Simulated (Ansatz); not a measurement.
Write a Python script for Ansatz's Python interface that makes an active-space calculation of F₂H₂Si, SMILES F[SiH2]F. Use (for the species named): Hartree-Fock, cc-pVDZ basis, multiplicity 1.

```
atom    x (Å)    y (Å)    z (Å)
   F  -1.0498   0.5175   1.0077
  Si  -0.0144  -0.0095  -0.0357
   F   1.2234  -0.5453   0.7713
   H  -0.5317  -1.1108  -0.8183
   H   0.4223   1.0745  -0.9663
```

`cas.py`:
```python
"""Active-space calculation on F2H2Si."""

import ansatz as az


def main() -> None:
    geometry_ang = [
        ("F", (-1.0498, 0.5175, 1.0077)),
        ("Si", (-0.0144, -0.0095, -0.0357)),
        ("F", (1.2234, -0.5453, 0.7713)),
        ("H", (-0.5317, -1.1108, -0.8183)),
        ("H", (0.4223, 1.0745, -0.9663)),
    ]
    geometry = az.Crystal.molecule()
    for symbol, xyz in geometry_ang:
        geometry = geometry.atom(symbol, xyz)

    calculation = (
        geometry.calculation()
        .basis(gaussian="cc-pVDZ")
        .correlation(active_electrons=2, active_orbitals=3)
    )
    for method in [None, "sc_nevpt2"]:
        rep = (calculation if method is None else calculation.correlation(method)).run().report
        space = rep["configurations"]
        state = space["states"][0]
        print(method or "casscf", f"total {rep['free_energy_ev'] / 27.211386246:.6f} Ha, active-space state {state['energy']['hartree']:.6f} Ha, mean field {rep['reference_energy_ev'] / 27.211386246:.6f} Ha")
        print("  determinants", state["n_determinants"], " natural occupations", [round(n, 3) for n in space["natural_occupations"]])
    print("effectively unpaired electrons, sum of min(n, 2 - n):", round(sum(min(n, 2 - n) for n in space["natural_occupations"]), 3))


if __name__ == "__main__":
    main()
```

```console
$ python cas.py
casscf total -489.102711 Ha, active-space state -489.102711 Ha, mean field -489.083547 Ha
  determinants 9  natural occupations [1.976, 0.018, 0.006]
sc_nevpt2 total -489.551177 Ha, active-space state -489.102711 Ha, mean field -489.083547 Ha
  determinants 9  natural occupations [1.976, 0.018, 0.006]
effectively unpaired electrons, sum of min(n, 2 - n): 0.048
```

Reading the output:
- Total energies depend on the basis set; only differences at equal settings carry meaning.
- The geometry is a force-field or estimated start, not a minimum of this method, and the basis set is short of its limit. The active space starts as a window about the frontier orbitals and is then optimised, not chosen by chemistry.
- Wall time of the script: 4.4 s on 1 thread of Arm Neoverse V2, on a shared host, peak memory 0.17 GiB.
